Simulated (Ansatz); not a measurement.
The input, for Ansatz 0.2.0:

```yaml
crystal:
  periodic: [false, false, false]
  atoms:
    - {symbol: C, position_ang: [0.096671, 0.367069, 3.302912]}
    - {symbol: Al, position_ang: [-0.068203, -0.285181, 1.487661]}
    - {symbol: Ga, position_ang: [0.008417, 0.030965, -1.150011]}
    - {symbol: H, position_ang: [0.091526, 1.118038, 0.369623]}
basis:
  gaussian: {orbitals: cc-pVDZ}
magnetization: {spin_polarized: false, initial_magnetization: 3}
correlation: {method: ccsdt_q, electrons: outside_noble_gas}
```

```sh
$ ansatz run in.yaml --threads 1 --pin off --events-out ev --progress --plain --max-ram 2393MiB
```

The program prints:

```
1245 factors; integrals over basis functions are off by at most 1.9e-7 eV
mean field evaluation 1: about -59955.2131 eV, gradient 1.3e1 eV
mean field evaluation 2: about -59955.2177 eV, gradient 1.3e1 eV
mean field evaluation 4: about -59956.4997 eV, gradient 8.5e0 eV
mean field evaluation 8: about -59957.7655 eV, gradient 2.4e0 eV
mean field evaluation 16: about -59958.0530 eV, gradient 2.7e-6 eV
mean field evaluation 32: about -59956.8515 eV, gradient 6.6e0 eV
mean field evaluation 64: about -59955.4696 eV, gradient 5.9e-1 eV
mean field evaluation 96: about -59955.9402 eV, gradient 1.9e0 eV
mean field evaluation 128: about -59955.9488 eV, gradient 2.1e0 eV
mean field -59958.05299134 eV, -2203.4178064039 hartree, gradient 4.9e-6 eV, S^2 3.750000; 6 other end points of the search recorded, 0 dependent functions left out
mean field evaluation 160: about -59958.1002 eV, gradient 9.4e-1 eV
...
determinant -59958.05299134 eV, -2203.4178064039 hartree, with singles and doubles -59963.91447797 eV, -2203.6332120644 hartree
determinant -59955.72674593 eV, -2203.3323184616 hartree, with singles and doubles -59961.84048263 eV, -2203.5569941416 hartree
determinant -59955.47258788 eV, -2203.3229783257 hartree, with singles and doubles -59962.23621652 eV, -2203.5715370938 hartree
20 core orbitals not correlated: weight in the atoms' cores, before any rotation towards them, 1.000 or more for the frozen orbitals, at most 0.001 for the correlated occupied ones
reference -59958.05299134 eV, -2203.4178064039 hartree; 7, 4 occupied and 37, 40 virtual orbitals, 1245 factors
second order -4.51897436 eV of doubles, -0.03598923 eV of singles
...
cycle  21  -6.16377178 eV  change   -4.0e-6 eV  update   1.6e-5
cycle  22  -6.16376192 eV  change    9.9e-6 eV  update   1.2e-5
cycle  23  -6.16375623 eV  change    5.7e-6 eV  update   9.3e-6
cycle  24  -6.16375742 eV  change   -1.2e-6 eV  update   6.7e-6
cycle  25  -6.16376230 eV  change   -4.9e-6 eV  update   5.6e-6
cycle  26  -6.16376648 eV  change   -4.2e-6 eV  update   4.4e-6
cycle  27  -6.16376696 eV  change   -4.8e-7 eV  update   2.5e-6
cycle  28  -6.16376594 eV  change    1.0e-6 eV  update   1.6e-6
cycle  29  -6.16376496 eV  change    9.8e-7 eV  update   1.1e-6
cycle  30  -6.16376445 eV  change    5.2e-7 eV  update   7.7e-7
perturbative correction -0.01920324 eV, -0.0007057060 hartree
Total energy: -59964.23595903 eV, -2203.6450262753 hartree
```

The T1 diagnostic is 0.059.

Ran on 1 thread of Arm Neoverse V1, shared host: 2.4 min wall, 0.66 GiB peak host memory.
